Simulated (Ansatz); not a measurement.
Compare A (`CC(F)OCF`) with its isomer B (`CCC(O)(F)F`).

Computed with Ansatz on PBE0-D4/def2-TZVP structures; ΔE is electronic, products minus reactants. CCSD(T)/CBS adds triple-zeta CCSD(T) − MP2 to the extrapolated MP2 energy (def2 sets, frozen cores). Functionals use def2-TZVPP. B3LYP here is the variant with VWN-RPA as its local correlation; programs differ in this. Each species was taken in one conformer, which may not be the lowest.

A:

```xyz
12

C    -0.3553    1.1238    1.3461
C    -0.4796    0.2634    0.1270
F    -1.0366    0.9994   -0.9058
O     0.7880   -0.1566   -0.2579
C     0.8054   -1.1399   -1.2232
F     0.4627   -2.3568   -0.6767
H     0.3188    1.9557    1.1368
H     0.0474    0.5377    2.1726
H    -1.3340    1.5134    1.6260
H    -1.1416   -0.5967    0.2755
H     1.8294   -1.2092   -1.5908
H     0.0954   -0.9343   -2.0295
```

B:

```xyz
12

C     0.5874   -1.3919   -0.3959
C     0.5060    0.1219   -0.4446
C    -0.5743    0.6843    0.4403
O    -0.6055    2.0353    0.3603
F    -0.3916    0.3009    1.7391
F    -1.7963    0.1717    0.1064
H     0.8018   -1.7431    0.6146
H    -0.3482   -1.8481   -0.7230
H     1.3834   -1.7463   -1.0523
H     0.2997    0.4758   -1.4571
H     1.4446    0.5802   -0.1258
H    -1.3069    2.3593    0.9381
```

(1) Which isomer does CCSD(T)/CBS put lower? Give the gap. (An estimate is asked.)

(2) Give E(B) − E(A) in kcal/mol with PBE0-D4, ωB97M-V, HF/def2-TZVPP, PBE-D4, B3LYP-D4, MP2/def2-TZVPP, CCSD/def2-TZVPP. (Best estimate.)

Largest T1 diagnostic: 0.011.

Answers

(1) Ansatz gave: B, by 18.3 kcal/mol.

(2) Computed: PBE0-D4 -18.5, ωB97M-V -18.7, HF/def2-TZVPP -16.3, PBE-D4 -17.3, B3LYP-D4 -16.2, MP2/def2-TZVPP -19.1, CCSD/def2-TZVPP -18.0. None reverses the order clearly.

In def2-TZVPP, CCSD(T) changes the Hartree–Fock value by −1.8 kcal/mol (the triples alone add −0.1 kcal/mol) and MP2 by −2.8 kcal/mol. From PBE to PBE0 (25 % exact exchange), in def2-TZVPP and without D4, E(B) − E(A) moves by −1.3 kcal/mol.
